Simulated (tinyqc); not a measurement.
Worked calculation (part 1 of 2): UKS/exchange-only LDA in the sto-3g basis, for H2O+, spin multiplicity 2. Computed by tinyqc, a small Python program that keeps every step (integrals from PySCF). Settings: charge = 1, multiplicity = 2, basis = sto-3g, energy threshold = 1e-10, iteration cap = 56, orthogonalisation = symmetric, start = highest core orbitals, DIIS depth = 8, method = UKS, functional = Slater exchange alone, grid = [30, 14]. Command: `OMP_NUM_THREADS=1 python tinyqc.py 30016 30017 out.jsonl` (the two numbers bound the seeds that draw the settings). One thread of a shared host (Intel(R) Xeon(R) Processor @ 2.60GHz), about 2 s of CPU time with the checks. Later iterations appear only in the table of the cycle.

## One-electron integrals

Geometry (angstrom):
```
atom,x,y,z
O,0.000000,0.000000,0.000000
H,0.000000,1.059000,0.724000
H,0.000000,-1.059000,0.724000
```

Basis sto-3g: exponents (1/bohr^2) and contraction coefficients of normalised primitives:
```
element,l (shell),exponent,coefficient
O,s (1),130.709320,0.154329
O,s (1),23.808861,0.535328
O,s (1),6.443608,0.444635
O,s (2),5.033151,-0.099967
O,s (2),1.169596,0.399513
O,s (2),0.380389,0.700115
O,p (3),5.033151,0.155916
O,p (3),1.169596,0.607684
O,p (3),0.380389,0.391957
H,s (1),3.425251,0.154329
H,s (1),0.623914,0.535328
H,s (1),0.168855,0.444635
```

Overlap, kinetic and nuclear-attraction integrals over the contracted functions; the nuclear repulsion is the sum of Za Zb / Rab.

nuclear repulsion = 6.84996187 hartree

overlap S, lower triangle:
```
,1O 1s,1O 2s,1O 2px,1O 2py,1O 2pz,2H 1s,3H 1s
1O 1s,1.000000
1O 2s,0.236704,1.000000
1O 2px,0.000000,0.000000,1.000000
1O 2py,0.000000,0.000000,0.000000,1.000000
1O 2pz,0.000000,0.000000,0.000000,0.000000,1.000000
2H 1s,0.025018,0.289113,0.000000,0.223907,0.153077,1.000000
3H 1s,0.025018,0.289113,0.000000,-0.223907,0.153077,0.097918,1.000000
```

kinetic energy T (hartree), lower triangle:
```
,1O 1s,1O 2s,1O 2px,1O 2py,1O 2pz,2H 1s,3H 1s
1O 1s,29.003200
1O 2s,-0.168011,0.808128
1O 2px,0.000000,0.000000,2.528731
1O 2py,0.000000,0.000000,0.000000,2.528731
1O 2pz,0.000000,0.000000,0.000000,0.000000,2.528731
2H 1s,-0.007960,0.022547,0.000000,0.080697,0.055170,0.760032
3H 1s,-0.007960,0.022547,0.000000,-0.080697,0.055170,-0.011119,0.760032
```

nuclear attraction V (hartree), lower triangle:
```
,1O 1s,1O 2s,1O 2px,1O 2py,1O 2pz,2H 1s,3H 1s
1O 1s,-61.443469
1O 2s,-7.378364,-9.875799
1O 2px,0.000000,0.000000,-9.762835
1O 2py,0.000000,0.000000,0.000000,-9.844792
1O 2pz,-0.009756,-0.121844,0.000000,0.000000,-9.801142
2H 1s,-0.796814,-2.089663,0.000000,-1.406205,-0.985173,-4.743474
3H 1s,-0.796814,-2.089663,0.000000,1.406205,-0.985173,-0.528672,-4.743474
```

core Hamiltonian H = T + V (hartree), lower triangle:
```
,1O 1s,1O 2s,1O 2px,1O 2py,1O 2pz,2H 1s,3H 1s
1O 1s,-32.440269
1O 2s,-7.546375,-9.067671
1O 2px,0.000000,0.000000,-7.234104
1O 2py,0.000000,0.000000,0.000000,-7.316061
1O 2pz,-0.009756,-0.121844,0.000000,0.000000,-7.272410
2H 1s,-0.804774,-2.067116,0.000000,-1.325508,-0.930003,-3.983442
3H 1s,-0.804774,-2.067116,0.000000,1.325508,-0.930003,-0.539791,-3.983442
```

## Two-electron integrals

Functions are numbered as in S; the eight-fold symmetry (ij|kl) = (ji|kl) = (kl|ij) leaves the list below.

Two-electron integrals (ij|kl) in chemists' order, unique and non-zero (hartree):
```
i,j,k,l,(ij|kl)
1,1,1,1,4.785065
2,1,1,1,0.741380
2,1,2,1,0.136873
2,2,1,1,1.118947
2,2,2,1,0.256633
2,2,2,2,0.817206
3,1,3,1,0.024477
3,2,3,1,0.037809
3,2,3,2,0.180518
3,3,1,1,1.115814
3,3,2,1,0.256684
3,3,2,2,0.817023
3,3,3,3,0.880159
4,1,4,1,0.024477
4,2,4,1,0.037809
4,2,4,2,0.180518
4,3,4,3,0.047444
4,4,1,1,1.115814
4,4,2,1,0.256684
4,4,2,2,0.817023
4,4,3,3,0.785270
4,4,4,4,0.880159
5,1,5,1,0.024477
5,2,5,1,0.037809
5,2,5,2,0.180518
5,3,5,3,0.047444
5,4,5,4,0.047444
5,5,1,1,1.115814
5,5,2,1,0.256684
5,5,2,2,0.817023
5,5,3,3,0.785270
5,5,4,4,0.785270
5,5,5,5,0.880159
6,1,1,1,0.079174
6,1,2,1,0.014512
6,1,2,2,0.027099
6,1,3,3,0.027048
6,1,4,1,0.000528
6,1,4,2,0.001001
6,1,4,4,0.027154
6,1,5,1,0.000361
6,1,5,2,0.000685
6,1,5,4,0.000072
6,1,5,5,0.027098
6,1,6,1,0.001557
6,2,1,1,0.222755
6,2,2,1,0.051864
6,2,2,2,0.186747
6,2,3,3,0.183397
6,2,4,1,0.003186
6,2,4,2,0.026002
6,2,4,4,0.190116
6,2,5,1,0.002178
6,2,5,2,0.017776
6,2,5,4,0.004594
6,2,5,5,0.186538
6,2,6,1,0.005616
6,2,6,2,0.056212
6,3,3,1,0.005044
6,3,3,2,0.030730
6,3,4,3,0.005178
6,3,5,3,0.003540
6,3,6,3,0.007410
6,4,1,1,0.143283
6,4,2,1,0.033755
6,4,2,2,0.129843
6,4,3,3,0.124202
6,4,4,1,0.006830
6,4,4,2,0.047486
6,4,4,4,0.138932
6,4,5,1,0.001221
6,4,5,2,0.011455
6,4,5,4,0.006531
6,4,5,5,0.126246
6,4,6,1,0.003788
6,4,6,2,0.047593
6,4,6,4,0.047283
6,5,1,1,0.097957
6,5,2,1,0.023077
6,5,2,2,0.088769
6,5,3,3,0.084912
6,5,4,1,0.001221
6,5,4,2,0.011455
6,5,4,4,0.087902
6,5,5,1,0.005879
6,5,5,2,0.038562
6,5,5,4,0.007223
6,5,5,5,0.093390
6,5,6,1,0.002590
6,5,6,2,0.032537
6,5,6,4,0.027260
6,5,6,5,0.026047
6,6,1,1,0.408226
6,6,2,1,0.096532
6,6,2,2,0.400787
6,6,3,3,0.386409
6,6,4,1,0.006642
6,6,4,2,0.077069
6,6,4,4,0.415509
6,6,5,1,0.004541
6,6,5,2,0.052689
6,6,5,4,0.019895
6,6,5,5,0.400010
6,6,6,1,0.010499
6,6,6,2,0.162960
6,6,6,4,0.157816
6,6,6,5,0.107893
6,6,6,6,0.774606
7,1,1,1,0.079174
7,1,2,1,0.014512
7,1,2,2,0.027099
7,1,3,3,0.027048
7,1,4,1,-0.000528
7,1,4,2,-0.001001
7,1,4,4,0.027154
7,1,5,1,0.000361
7,1,5,2,0.000685
7,1,5,4,-0.000072
7,1,5,5,0.027098
7,1,6,1,0.001533
7,1,6,2,0.005430
7,1,6,4,0.003402
7,1,6,5,0.002508
7,1,6,6,0.010096
7,1,7,1,0.001557
7,2,1,1,0.222755
7,2,2,1,0.051864
7,2,2,2,0.186747
7,2,3,3,0.183397
7,2,4,1,-0.003186
7,2,4,2,-0.026002
7,2,4,4,0.190116
7,2,5,1,0.002178
7,2,5,2,0.017776
7,2,5,4,-0.004594
7,2,5,5,0.186538
7,2,6,1,0.005430
7,2,6,2,0.042851
7,2,6,4,0.025629
7,2,6,5,0.024024
7,2,6,6,0.097446
7,2,7,1,0.005616
7,2,7,2,0.056212
7,3,3,1,0.005044
7,3,3,2,0.030730
7,3,4,3,-0.005178
7,3,5,3,0.003540
7,3,6,3,0.005386
7,3,7,3,0.007410
7,4,1,1,-0.143283
7,4,2,1,-0.033755
7,4,2,2,-0.129843
7,4,3,3,-0.124202
7,4,4,1,0.006830
7,4,4,2,0.047486
7,4,4,4,-0.138932
7,4,5,1,-0.001221
7,4,5,2,-0.011455
7,4,5,4,0.006531
7,4,5,5,-0.126246
7,4,6,1,-0.003402
7,4,6,2,-0.025629
7,4,6,4,-0.010416
7,4,6,5,-0.014144
7,4,6,6,-0.055405
7,4,7,1,-0.003788
7,4,7,2,-0.047593
7,4,7,4,0.047283
7,5,1,1,0.097957
7,5,2,1,0.023077
7,5,2,2,0.088769
7,5,3,3,0.084912
7,5,4,1,-0.001221
7,5,4,2,-0.011455
7,5,4,4,0.087902
7,5,5,1,0.005879
7,5,5,2,0.038562
7,5,5,4,-0.007223
7,5,5,5,0.093390
7,5,6,1,0.002508
7,5,6,2,0.024024
7,5,6,4,0.014144
7,5,6,5,0.018656
7,5,6,6,0.059064
7,5,7,1,0.002590
7,5,7,2,0.032537
7,5,7,4,-0.027260
7,5,7,5,0.026047
7,6,1,1,0.053030
7,6,2,1,0.012464
7,6,2,2,0.048882
7,6,3,3,0.047795
7,6,4,4,0.048820
7,6,5,1,0.000817
7,6,5,2,0.008046
7,6,5,5,0.049977
7,6,6,1,0.001333
7,6,6,2,0.014491
7,6,6,4,0.010799
7,6,6,5,0.009483
7,6,6,6,0.044485
7,6,7,1,0.001333
7,6,7,2,0.014491
7,6,7,4,-0.010799
7,6,7,5,0.009483
7,6,7,6,0.004854
7,7,1,1,0.408226
7,7,2,1,0.096532
7,7,2,2,0.400787
7,7,3,3,0.386409
7,7,4,1,-0.006642
7,7,4,2,-0.077069
7,7,4,4,0.415509
7,7,5,1,0.004541
7,7,5,2,0.052689
7,7,5,4,-0.019895
7,7,5,5,0.400010
7,7,6,1,0.010096
7,7,6,2,0.097446
7,7,6,4,0.055405
7,7,6,5,0.059064
7,7,6,6,0.249307
7,7,7,1,0.010499
7,7,7,2,0.162960
7,7,7,4,-0.157816
7,7,7,5,0.107893
7,7,7,6,0.044485
7,7,7,7,0.774606
```

## Orthogonalisation

S = U s U^T; symmetric (Loewdin) form X = U s^(-1/2) U^T, so that X^T S X = 1.

eigenvalues of S: 0.540726  0.630626  0.894740  1.000000  1.095864  1.271455  1.566588

X, lower triangle:
```
,1O 1s,1O 2s,1O 2px,1O 2py,1O 2pz,2H 1s,3H 1s
1O 1s,1.023002
1O 2s,-0.130959,1.093446
1O 2px,0.000000,0.000000,1.000000
1O 2py,0.000000,0.000000,0.000000,1.044600
1O 2pz,-0.004252,0.036930,0.000000,0.000000,1.019068
2H 1s,0.015184,-0.157775,0.000000,-0.130120,-0.081797,1.068652
3H 1s,0.015184,-0.157775,0.000000,0.130120,-0.081797,-0.032852,1.068652
```

## Starting guess

The start is the highest orbitals of the core Hamiltonian (a deliberately bad start); D(s) = C_occ C_occ^T for each spin.

D(alpha) at the start, lower triangle:
```
,1O 1s,1O 2s,1O 2px,1O 2py,1O 2pz,2H 1s,3H 1s
1O 1s,0.005646
1O 2s,-0.029926,0.178354
1O 2px,0.000000,0.000000,1.000000
1O 2py,0.000000,0.000000,0.000000,1.125052
1O 2pz,0.057734,-0.221134,0.000000,0.000000,0.955650
2H 1s,0.025535,-0.228640,0.000000,-0.279251,-0.140297,1.180221
3H 1s,0.025535,-0.228640,0.000000,0.279251,-0.140297,-0.066952,1.180221
```

D(beta) at the start, lower triangle:
```
,1O 1s,1O 2s,1O 2px,1O 2py,1O 2pz,2H 1s,3H 1s
1O 1s,0.005646
1O 2s,-0.029926,0.178354
1O 2px,0.000000,0.000000,1.000000
1O 2py,0.000000,0.000000,0.000000,0.046885
1O 2pz,0.057734,-0.221134,0.000000,0.000000,0.955650
2H 1s,0.025535,-0.228640,0.000000,-0.169448,-0.140297,1.169039
3H 1s,0.025535,-0.228640,0.000000,0.169448,-0.140297,-0.055770,1.169039
```

## Iteration 1: exchange-correlation on the grid

Becke grid with 30 radial and 14 angular points per atom, points of zero weight dropped. rho = sum D_ij phi_i phi_j; V_xc,ij = sum w v_xc phi_i phi_j; v_xc is d(rho eps)/d rho(s) for spin s.

The 16 grid points with the largest w rho, of 1250 (bohr, atomic units):
```
x,y,z,w,rho(alpha),rho(beta),eps_xc,v_xc(alpha)
0.000000,0.000000,-0.996599,0.166576,0.263104,0.263104,-0.596262,-0.795017
0.000000,0.000000,-1.211479,0.282858,0.152053,0.152053,-0.496661,-0.662215
0.575386,-0.575386,-0.575386,0.187343,0.250696,0.177891,-0.560422,-0.782317
-0.575386,0.575386,-0.575386,0.187343,0.250696,0.177891,-0.560422,-0.782317
-0.575386,-0.575386,-0.575386,0.187343,0.250696,0.177891,-0.560422,-0.782317
0.575386,0.575386,-0.575386,0.187343,0.250696,0.177891,-0.560422,-0.782317
0.699448,-0.699448,-0.699448,0.317902,0.144741,0.102595,-0.466604,-0.651425
-0.699448,0.699448,-0.699448,0.317902,0.144741,0.102595,-0.466604,-0.651425
-0.699448,-0.699448,-0.699448,0.317902,0.144741,0.102595,-0.466604,-0.651425
0.699448,0.699448,-0.699448,0.317902,0.144741,0.102595,-0.466604,-0.651425
0.000000,0.000000,-0.810183,0.095168,0.389287,0.389287,-0.679441,-0.905921
-0.996599,0.000000,0.000000,0.166559,0.213199,0.213199,-0.555891,-0.741188
0.996599,0.000000,0.000000,0.166559,0.213199,0.213199,-0.555891,-0.741188
-1.211479,0.000000,0.000000,0.282769,0.123541,0.123541,-0.463446,-0.617928
1.211479,0.000000,0.000000,0.282769,0.123541,0.123541,-0.463446,-0.617928
0.467759,-0.467759,-0.467759,0.107057,0.371545,0.263711,-0.638971,-0.891944
```

electrons on the grid, sum of w rho = 9.049140

E_xc = sum of w rho eps_xc = -3.96486858 hartree

V_xc(alpha) (hartree), lower triangle:
```
,1O 1s,1O 2s,1O 2px,1O 2py,1O 2pz,2H 1s,3H 1s
1O 1s,-0.804427
1O 2s,-0.213558,-0.685635
1O 2px,0.000000,0.000000,-0.684349
1O 2py,0.000000,0.000000,0.000000,-0.693805
1O 2pz,0.003340,0.028872,0.000000,0.000000,-0.681312
2H 1s,-0.022343,-0.155331,0.000000,-0.115824,-0.074899,-0.479158
3H 1s,-0.022343,-0.155331,0.000000,0.115824,-0.074899,-0.039868,-0.479158
```

V_xc(beta) (hartree), lower triangle:
```
,1O 1s,1O 2s,1O 2px,1O 2py,1O 2pz,2H 1s,3H 1s
1O 1s,-0.700854
1O 2s,-0.179278,-0.578042
1O 2px,0.000000,0.000000,-0.630667
1O 2py,0.000000,0.000000,0.000000,-0.476271
1O 2pz,0.004045,0.034373,0.000000,0.000000,-0.628985
2H 1s,-0.018608,-0.133709,0.000000,-0.094987,-0.069931,-0.467288
3H 1s,-0.018608,-0.133709,0.000000,0.094987,-0.069931,-0.037087,-0.467288
```

## Iteration 1: building the Kohn-Sham matrix

J_ij = sum D_kl (ij|kl) with D = D(alpha) + D(beta); F = H + J + V_xc; E = tr D H + tr D J / 2 + E_xc + E_nn.

Coulomb J (hartree), lower triangle:
```
,1O 1s,1O 2s,1O 2px,1O 2py,1O 2pz,2H 1s,3H 1s
1O 1s,7.183029
1O 2s,1.660429,5.628926
1O 2px,0.000000,0.000000,5.610473
1O 2py,0.000000,0.000000,0.000000,5.626311
1O 2pz,-0.019356,-0.001573,0.000000,0.000000,5.646507
2H 1s,0.174970,1.415113,0.000000,1.043576,0.725042,3.988194
3H 1s,0.174970,1.415113,0.000000,-1.043576,0.725042,0.409505,3.988194
```

F(alpha) (hartree), lower triangle:
```
,1O 1s,1O 2s,1O 2px,1O 2py,1O 2pz,2H 1s,3H 1s
1O 1s,-26.061667
1O 2s,-6.099503,-4.124380
1O 2px,0.000000,0.000000,-2.307981
1O 2py,0.000000,0.000000,0.000000,-2.383555
1O 2pz,-0.025772,-0.094544,0.000000,0.000000,-2.307215
2H 1s,-0.652147,-0.807333,0.000000,-0.397757,-0.279860,-0.474406
3H 1s,-0.652147,-0.807333,0.000000,0.397757,-0.279860,-0.170154,-0.474406
```

F(beta) (hartree), lower triangle:
```
,1O 1s,1O 2s,1O 2px,1O 2py,1O 2pz,2H 1s,3H 1s
1O 1s,-25.958095
1O 2s,-6.065223,-4.016787
1O 2px,0.000000,0.000000,-2.254299
1O 2py,0.000000,0.000000,0.000000,-2.166021
1O 2pz,-0.025067,-0.089044,0.000000,0.000000,-2.254888
2H 1s,-0.648412,-0.785711,0.000000,-0.376920,-0.274893,-0.462536
3H 1s,-0.648412,-0.785711,0.000000,0.376920,-0.274893,-0.167374,-0.462536
```

total energy of this density = -26.24685083 hartree

## Iteration 1: diagonalisation and new density

Diagonalise F' = X^T F X, C = X C', fill 5 alpha and 4 beta electrons from the bottom; D(s) = C_occ C_occ^T. Each column has its largest component positive (the first on a tie).

F' = X^T F X (alpha) (hartree), lower triangle:
```
,1,2,3,4,5,6,7
1,-25.745063
2,-2.689780,-3.164198
3,0.000000,0.000000,-2.307981
4,0.000000,0.000000,0.000000,-2.394956
5,-0.020997,-0.098042,0.000000,0.000000,-2.313579
6,-0.079311,-0.223834,0.000000,-0.103553,-0.066166,-0.263163
7,-0.079311,-0.223834,0.000000,0.103553,-0.066166,-0.041336,-0.263163
```

orbital energies (alpha) (hartree): MO1 -26.061941, MO2 -2.902257, MO3 -2.404780, MO4 -2.307981, MO5 -2.297954, MO6 -0.265188, MO7 -0.212002

coefficients C (alpha):
```
,MO1,MO2,MO3,MO4,MO5,MO6,MO7
1O 1s,1.000817,-0.242879,0.000000,0.000000,0.039658,0.044336,0.000000
1O 2s,-0.003637,1.055765,0.000000,0.000000,-0.166086,-0.348837,0.000000
1O 2px,0.000000,0.000000,0.000000,1.000000,0.000000,0.000000,0.000000
1O 2py,0.000000,0.000000,1.029940,0.000000,0.000000,0.000000,-0.253525
1O 2pz,0.000831,0.202346,0.000000,0.000000,0.993370,-0.159795,0.000000
2H 1s,0.000769,-0.081649,-0.077693,0.000000,-0.038111,0.748422,0.785844
3H 1s,0.000769,-0.081649,0.077693,0.000000,-0.038111,0.748422,-0.785844
```

F' = X^T F X (beta) (hartree), lower triangle:
```
,1,2,3,4,5,6,7
1,-25.643944
2,-2.679829,-3.057088
3,0.000000,0.000000,-2.254299
4,0.000000,0.000000,0.000000,-2.168606
5,-0.020898,-0.091238,0.000000,0.000000,-2.260408
6,-0.079939,-0.219033,0.000000,-0.109742,-0.066581,-0.256843
7,-0.079939,-0.219033,0.000000,0.109742,-0.066581,-0.041465,-0.256843
```

orbital energies (beta) (hartree): MO1 -25.958440, MO2 -2.796692, MO3 -2.254299, MO4 -2.245570, MO5 -2.180861, MO6 -0.259047, MO7 -0.203124

coefficients C (beta):
```
,MO1,MO2,MO3,MO4,MO5,MO6,MO7
1O 1s,1.000929,-0.242122,0.000000,0.040990,0.000000,0.044728,0.000000
1O 2s,-0.004137,1.054100,0.000000,-0.172264,0.000000,-0.350864,0.000000
1O 2px,0.000000,0.000000,1.000000,0.000000,0.000000,0.000000,0.000000
1O 2py,0.000000,0.000000,0.000000,0.000000,1.026874,0.000000,-0.265674
1O 2pz,0.000775,0.207438,0.000000,0.992062,0.000000,-0.161383,0.000000
2H 1s,0.000858,-0.080275,0.000000,-0.036797,-0.068405,0.748636,0.786707
3H 1s,0.000858,-0.080275,0.000000,-0.036797,0.068405,0.748636,-0.786707
```

D(alpha) after iteration 1, lower triangle:
```
,1O 1s,1O 2s,1O 2px,1O 2py,1O 2pz,2H 1s,3H 1s
1O 1s,1.062197
1O 2s,-0.266650,1.142238
1O 2px,0.000000,0.000000,1.000000
1O 2py,0.000000,0.000000,0.000000,1.060777
1O 2pz,-0.008918,0.048641,0.000000,0.000000,1.027728
2H 1s,0.019089,-0.079875,0.000000,-0.080019,-0.054379,0.014156
3H 1s,0.019089,-0.079875,0.000000,0.080019,-0.054379,0.002083,0.014156
```

D(beta) after iteration 1, lower triangle:
```
,1O 1s,1O 2s,1O 2px,1O 2py,1O 2pz,2H 1s,3H 1s
1O 1s,1.062162
1O 2s,-0.266423,1.140819
1O 2px,0.000000,0.000000,1.000000
1O 2py,0.000000,0.000000,0.000000,0.000000
1O 2pz,-0.008785,0.047760,0.000000,0.000000,1.027218
2H 1s,0.018786,-0.078282,0.000000,0.000000,-0.053156,0.007799
3H 1s,0.018786,-0.078282,0.000000,0.000000,-0.053156,0.007799,0.007799
```

## Iteration 2: exchange-correlation on the grid

As before.

The 16 grid points with the largest w rho, of 1250 (bohr, atomic units):
```
x,y,z,w,rho(alpha),rho(beta),eps_xc,v_xc(alpha)
0.000000,0.000000,0.996599,0.165390,0.291669,0.291490,-0.617041,-0.822805
0.996599,0.000000,0.000000,0.166559,0.282981,0.282931,-0.610897,-0.814553
-0.996599,0.000000,0.000000,0.166559,0.282981,0.282931,-0.610897,-0.814553
0.000000,0.000000,-0.996599,0.166576,0.279787,0.279785,-0.608607,-0.811477
-0.575386,-0.575386,-0.575386,0.187343,0.283268,0.211322,-0.586825,-0.814829
0.575386,-0.575386,-0.575386,0.187343,0.283268,0.211322,-0.586825,-0.814829
0.575386,0.575386,-0.575386,0.187343,0.283268,0.211322,-0.586825,-0.814829
-0.575386,0.575386,-0.575386,0.187343,0.283268,0.211322,-0.586825,-0.814829
0.575386,0.575386,0.575386,0.182522,0.287348,0.217174,-0.590489,-0.818722
-0.575386,0.575386,0.575386,0.182522,0.287348,0.217174,-0.590489,-0.818722
-0.575386,-0.575386,0.575386,0.182522,0.287348,0.217174,-0.590489,-0.818722
0.575386,-0.575386,0.575386,0.182522,0.287348,0.217174,-0.590489,-0.818722
1.211479,0.000000,0.000000,0.282769,0.161984,0.161963,-0.507236,-0.676329
-1.211479,0.000000,0.000000,0.282769,0.161984,0.161963,-0.507236,-0.676329
0.000000,0.000000,1.211479,0.276210,0.164876,0.164824,-0.510221,-0.680330
0.000000,0.000000,-1.211479,0.282858,0.160563,0.160561,-0.505758,-0.674346
```

electrons on the grid, sum of w rho = 9.023741

E_xc = sum of w rho eps_xc = -8.22827895 hartree

V_xc(alpha) (hartree), lower triangle:
```
,1O 1s,1O 2s,1O 2px,1O 2py,1O 2pz,2H 1s,3H 1s
1O 1s,-2.833499
1O 2s,-0.408319,-0.772224
1O 2px,0.000000,0.000000,-0.769258
1O 2py,0.000000,0.000000,0.000000,-0.762716
1O 2pz,-0.000470,-0.003806,0.000000,0.000000,-0.771560
2H 1s,-0.043864,-0.147072,0.000000,-0.090399,-0.062736,-0.147642
3H 1s,-0.043864,-0.147072,0.000000,0.090399,-0.062736,-0.028850,-0.147642
```

V_xc(beta) (hartree), lower triangle:
```
,1O 1s,1O 2s,1O 2px,1O 2py,1O 2pz,2H 1s,3H 1s
1O 1s,-2.813470
1O 2s,-0.393558,-0.698008
1O 2px,0.000000,0.000000,-0.728248
1O 2py,0.000000,0.000000,0.000000,-0.620937
1O 2pz,-0.000546,-0.004109,0.000000,0.000000,-0.731255
2H 1s,-0.042270,-0.129716,0.000000,-0.072736,-0.058302,-0.125469
3H 1s,-0.042270,-0.129716,0.000000,0.072736,-0.058302,-0.026235,-0.125469
```

## Iteration 2: building the Kohn-Sham matrix

As before.

Coulomb J (hartree), lower triangle:
```
,1O 1s,1O 2s,1O 2px,1O 2py,1O 2pz,2H 1s,3H 1s
1O 1s,17.439641
1O 2s,3.281207,7.973612
1O 2px,0.000000,0.000000,7.998747
1O 2py,0.000000,0.000000,0.000000,7.900688
1O 2pz,0.002396,0.004543,0.000000,0.000000,7.998321
2H 1s,0.348267,1.751033,0.000000,1.186349,0.818473,3.597416
3H 1s,0.348267,1.751033,0.000000,-1.186349,0.818473,0.448113,3.597416
```

F(alpha) (hartree), lower triangle:
```
,1O 1s,1O 2s,1O 2px,1O 2py,1O 2pz,2H 1s,3H 1s
1O 1s,-17.834127
1O 2s,-4.673487,-1.866283
1O 2px,0.000000,0.000000,-0.004615
1O 2py,0.000000,0.000000,0.000000,-0.178090
1O 2pz,-0.007830,-0.121107,0.000000,0.000000,-0.045649
2H 1s,-0.500371,-0.463154,0.000000,-0.229558,-0.174266,-0.533668
3H 1s,-0.500371,-0.463154,0.000000,0.229558,-0.174266,-0.120528,-0.533668
```

F(beta) (hartree), lower triangle:
```
,1O 1s,1O 2s,1O 2px,1O 2py,1O 2pz,2H 1s,3H 1s
1O 1s,-17.814098
1O 2s,-4.658726,-1.792067
1O 2px,0.000000,0.000000,0.036395
1O 2py,0.000000,0.000000,0.000000,-0.036311
1O 2pz,-0.007906,-0.121410,0.000000,0.000000,-0.005345
2H 1s,-0.498777,-0.445798,0.000000,-0.211895,-0.169832,-0.511495
3H 1s,-0.498777,-0.445798,0.000000,0.211895,-0.169832,-0.117913,-0.511495
```

total energy of this density = -72.84686282 hartree
